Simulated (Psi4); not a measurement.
# MP3/cc-pVTZ run of P2H2 (phosphanylidenephosphane)

Aim: the vertical singlet–triplet gap of P2H2 (phosphanylidenephosphane) at MP3/cc-pVTZ, from 2 runs. 

Program for the calculation: Psi4 1.11.

2 further runs of the same task are left out: 2 set aside as unsound or not needed.

**1. The molecule**

P2H2: 4 atoms, total charge 0, spin state singlet. As SMILES, `[H]/P=P/[H]`. Geometry: relaxed at GFN2-xTB.

Bond lengths: P1–P2 2.016 Å, P1–H3 1.403 Å, P2–H4 1.403 Å. Angles: P1–P2–H4 94.8°, P2–P1–H3 94.8°.

**2. The energy at MP3/cc-pVTZ**

Contents of h2p2.xyz:

```xyz
4
H2P2
P     -0.024370    -1.003630     0.088350
P      0.024420     1.003540    -0.088260
H      1.037260    -1.067570     1.003320
H     -1.037310     1.067660    -1.003410
```

Contents of h2p2.py:

```python
import psi4

psi4.set_memory('1600 MB')
psi4.set_num_threads(1)
psi4.core.set_output_file('psi4.out', False)

with open('h2p2.xyz') as f:
    atoms = ''.join(f.readlines()[2:])
molecule = psi4.geometry('0 1\n' + atoms + 'symmetry c1')

psi4.set_options({
    'basis': 'cc-pVTZ',
    'puream': True,
    'e_convergence': 1e-09,
    'd_convergence': 1e-08,
    'scf_type': 'pk',
    'num_frozen_docc': 10,
})

e_tot, wfn = psi4.energy('mp3', molecule=molecule, return_wfn=True)
print(f'total energy {e_tot:.8f} hartree = {e_tot * 27.211386:.5f} eV')
for k, v in sorted(psi4.core.scalar_variables().items()):
    print(f'{k:45s} {v:18.10f}')
```

Run with:

```
$ python h2p2.py
```

psi4.out (excerpt; [...] marks lines left out):

```text
[...]
  Running in c1 symmetry.
[...]
  Nuclear repulsion =   76.759456495580409
[...]
  Multiplicity = 1
[...]
  Nalpha       = 16
  Nbeta        = 16
[...]
    Number of basis functions: 96
[...]
   @RHF iter   1:  -682.61510086444912   -4.47412e-01   1.92990e-03 ADIIS/DIIS
[...]
   @RHF iter  10:  -682.64158999933295   -7.84439e-12   9.96330e-09 DIIS
[...]
    Orbital Energies [Eh]
    ---------------------
    Doubly Occupied:
       1A    -79.963379     2A    -79.963363     3A     -7.506388
       4A     -7.506008     5A     -5.398783     6A     -5.398506
       7A     -5.398361     8A     -5.398237     9A     -5.397794
      10A     -5.397212    11A     -0.913158    12A     -0.722321
      13A     -0.490396    14A     -0.487573    15A     -0.365696
      16A     -0.355823
[...]
  @RHF Final Energy:  -682.64158999933295
   => Energetics <=
    Nuclear Repulsion Energy =             76.7594564955804088
    One-Electron Energy =               -1097.4760967305533086
    Two-Electron Energy =                 338.0750502356399920
    Total Energy =                       -682.6415899993329504
[...]
 Multipole Moments:
 ------------------------------------------------------------------------------------
     Multipole            Electronic (a.u.)      Nuclear  (a.u.)        Total (a.u.)
 ------------------------------------------------------------------------------------
 L = 1.  Multiply by 2.5417464519 to convert [e a0] to [Debye]
 Dipole X            :          0.0001436           -0.0000937            0.0000499
 Dipole Y            :         -0.0002022            0.0001686           -0.0000336
 Dipole Z            :          0.0002151           -0.0001686            0.0000465
 Magnitude           :                                                    0.0000760
[...]
	DF-MP2 Total Energy (a.u.)         :  -682.93896425631465
[...]
	DF-MP3 Total Energy (a.u.)         :  -682.97115959656890
[...]
```

Standard output:

```text
Memory set to   1.490 GiB by Python driver.
  Threads set to 1 by Python driver.
total energy -682.97115960 hartree = -18584.59185 eV
CURRENT CORRELATION ENERGY                         -0.3295695972
CURRENT ENERGY                                   -682.9711595966
CURRENT REFERENCE ENERGY                         -682.6415899993
DD SOLVATION ENERGY                                 0.0000000000
HF KINETIC ENERGY                                 682.6441257619
HF POTENTIAL ENERGY                             -1365.2857157613
HF TOTAL ENERGY                                  -682.6415899993
HF VIRIAL RATIO                                     1.9999962854
MP2 CORRELATION ENERGY                             -0.2973742570
MP2 DOUBLES ENERGY                                 -0.2973742570
MP2 SINGLES ENERGY                                  0.0000000000
MP2 TOTAL ENERGY                                 -682.9389642563
MP2.5 CORRELATION ENERGY                           -0.3134719271
MP2.5 DOUBLES ENERGY                               -0.3134719271
MP2.5 SINGLES ENERGY                                0.0000000000
MP2.5 TOTAL ENERGY                               -682.9550619264
MP3 CORRELATION ENERGY                             -0.3295695972
MP3 DOUBLES ENERGY                                 -0.3295695972
MP3 SINGLES ENERGY                                  0.0000000000
MP3 TOTAL ENERGY                                 -682.9711595966
NUCLEAR REPULSION ENERGY                           76.7594564956
ONE-ELECTRON ENERGY                             -1097.4760967306
PCM POLARIZATION ENERGY                             0.0000000000
PE ENERGY                                           0.0000000000
SCF ITERATION ENERGY                             -682.6415899993
SCF ITERATIONS                                     10.0000000000
SCF TOTAL ENERGY                                 -682.6415899993
SCS(N)-MP2 CORRELATION ENERGY                     682.6415899993
SCS(N)-MP2 TOTAL ENERGY                             0.0000000000
SCS-MP2 CORRELATION ENERGY                        682.6415899993
SCS-MP2 TOTAL ENERGY                                0.0000000000
SOS-MP2 CORRELATION ENERGY                        682.6415899993
SOS-MP2 TOTAL ENERGY                                0.0000000000
TWO-ELECTRON ENERGY                               338.0750502356
```

It took 7.2 s on 1 thread of Intel Xeon 6975P-C (Granite Rapids), shared host; peak memory 0.54 GiB.

**3. The triplet, same level**

Contents of input.inp:

```
memory 1600 MB

molecule {
  0 3
  P     -0.024370    -1.003630     0.088350
  P      0.024420     1.003540    -0.088260
  H      1.037260    -1.067570     1.003320
  H     -1.037310     1.067660    -1.003410
  symmetry c1
}

set globals {
  basis           cc-pVTZ
  reference       uhf
  puream          true
  e_convergence   1e-09
  d_convergence   1e-08
  scf_type        pk
  num_frozen_docc 10
  maxiter         200
}

energy("mp3")
```

Run with:

```
$ psi4 input.inp input.out -n 1
```

input.out (excerpt; [...] marks lines left out):

```text
[...]
  Running in c1 symmetry.
[...]
  Nuclear repulsion =   76.759456495580409
[...]
  Multiplicity = 3
[...]
  Nalpha       = 17
  Nbeta        = 15
[...]
    Number of basis functions: 96
[...]
   @UHF iter   1:  -682.52246781256804   -3.54778e-01   2.16798e-03 DIIS/ADIIS
[...]
   @UHF iter  18:  -682.57391216922633    1.09139e-11   4.35646e-09 DIIS
[...]
   @S^2 Observed:                2.091696103E+00
[...]
    Orbital Energies [Eh]
    ---------------------
    Alpha Occupied:
       1A    -79.966473     2A    -79.966454     3A     -7.511174
       4A     -7.510837     5A     -5.410839     6A     -5.409830
       7A     -5.408970     8A     -5.408858     9A     -5.399861
      10A     -5.399731    11A     -0.939418    12A     -0.768997
      13A     -0.526258    14A     -0.495189    15A     -0.432676
      16A     -0.422964    17A     -0.289054
    Alpha Virtual:
      18A      0.122527    19A      0.131251    20A      0.171192
      21A      0.281213    22A      0.311210    23A      0.316343
      24A      0.334155    25A      0.336769    26A      0.358056
[...]
  @UHF Final Energy:  -682.57391216922633
   => Energetics <=
    Nuclear Repulsion Energy =             76.7594564955804088
    One-Electron Energy =               -1097.3439476519602067
    Two-Electron Energy =                 338.0105789871535080
    Total Energy =                       -682.5739121692263325
  UHF NO Occupations:
  HONO-2 :   15  A 1.9726106
  HONO-1 :   16  A 1.0000000
[...]
 Multipole Moments:
 ------------------------------------------------------------------------------------
     Multipole            Electronic (a.u.)      Nuclear  (a.u.)        Total (a.u.)
 ------------------------------------------------------------------------------------
 L = 1.  Multiply by 2.5417464519 to convert [e a0] to [Debye]
 Dipole X            :          0.0001316           -0.0000937            0.0000379
 Dipole Y            :         -0.0001376            0.0001686            0.0000311
 Dipole Z            :          0.0002320           -0.0001686            0.0000634
 Magnitude           :                                                    0.0000801
[...]
	DF-SCS-MP2 Total Energy (a.u.)     :  -682.84619613473546
	DF-SOS-MP2 Total Energy (a.u.)     :  -682.84637034333753
	DF-SCS(N)-MP2 Total Energy (a.u.)  :  -682.68365228313860
[...]
	DF-MP2 Total Energy (a.u.)         :  -682.84584771753134
[...]
	DF-MP3 Total Energy (a.u.)         :  -682.87879016904833
[...]
```

Wall time 9.3 s (1 thread of Intel Xeon 6975P-C (Granite Rapids), shared host); peak memory 0.54 GiB.

**4. Results**

Level: MP3/cc-pVTZ, 10 core orbitals frozen.

| quantity | value |
| --- | --- |
| singlet: total energy | -682.97116 Eh |
| singlet: HOMO energy (Hartree–Fock orbitals) | -9.68 eV |
| singlet: LUMO energy (Hartree–Fock orbitals) | 0.36 eV |
| singlet: HOMO–LUMO gap (Hartree–Fock orbitals) | 10.04 eV |
| singlet: correlation energy (10 core orbitals frozen) | -329.6 mEh |
| triplet: total energy | -682.87879 Eh |
| triplet: HOMO energy (Hartree–Fock orbitals) (highest over α and β) | -7.87 eV |
| triplet: LUMO energy (Hartree–Fock orbitals) (lowest over α and β) | -1.17 eV |
| triplet: correlation energy (10 core orbitals frozen) | -304.9 mEh |
| triplet: ⟨S²⟩ of the reference determinant | 2.092 |
| vertical energy of the triplet above the singlet | 2.514 eV |

What this shows: At this shape the triplet lies 2.51 eV (243 kJ/mol) above the singlet.
